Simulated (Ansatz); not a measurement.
Basis-set extrapolation for CS (PBE0-D4/def2-TZVP geometry, frozen core, Ansatz 0.2.0). Multiplicity 1, RHF reference.

```json
{"": "HF", "def2-TZVPP": "-435.349585", "def2-QZVPP": "-435.361733"}
{"": "MP2 correlation", "def2-TZVPP": "-0.302487", "def2-QZVPP": "-0.325083"}
{"": "CCSD(T) correlation", "def2-TZVPP": "-0.340183", "def2-QZVPP": "-0.360607"}
```

Energies in hartree. Use E(X) = E(∞) + A·exp(−7.88·√X) for Hartree–Fock and E(X) = E(∞) + B·X^(−2.97) for correlation, with X = 3 and 4.

Problem. What is the CCSD(T) energy at the basis-set limit?

Solution. HF limit: -435.361733 + (-0.012148) × 0.13774 = -435.36341. Correlation limit: -0.360607 + (-0.020424) × 0.74074 = -0.37574. Total: -435.73915 hartree, 1.34 eV below CCSD(T)/def2-TZVPP.
